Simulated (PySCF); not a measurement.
Gas-phase reaction: 3 AlH3 + 2 H2 + 2 C3H4 (propyne) ⇌ 3 AlH(CH3)2

Method: PySCF energies plus ideal-gas RRHO corrections (1 bar). † marks an energy on the PBE0/def2-TZVP geometry and frequencies; other levels use their own. MP2 freezes the core. All species are closed-shell singlets. Methyl groups turn as free rotors in AlH(CH3)2. AlH3, AlH(CH3)2: computed as isolated molecules; such fragments, hydroxides, amides, oligomers or adducts are transient or little studied in the gas. MP2 isn't extrapolated to the basis-set limit; its ΔH°(298 K) is -727.0 kJ in def2-SVP and -757.2 kJ in def2-TZVPP. The harmonic model lacks anharmonicity and excited electronic states, which grow with temperature; levels with a mode under 35 cm⁻¹ are left out.

| level | ΔE electronic, kJ | ΔH°(298 K), kJ | ΔS°(298 K), J/K | ΔG°(800 K), kJ |
|---|---|---|---|---|
| BLYP/def2-TZVP† | -752 | -660 | -443 | -296 |
| MP2/def2-TZVPP† | -849 | -757 | -443 | -394 |
| PBE0/def2-QZVP† | -908 | -816 | -443 | -452 |
| PBE0/def2-TZVP | -901 | -809 | -443 | -445 |
| LDA/def2-TZVP† | -987 | -895 | -443 | -531 |
ΔH° is lowest at LDA/def2-TZVP† and highest at BLYP/def2-TZVP†. No reference value is set beside these.
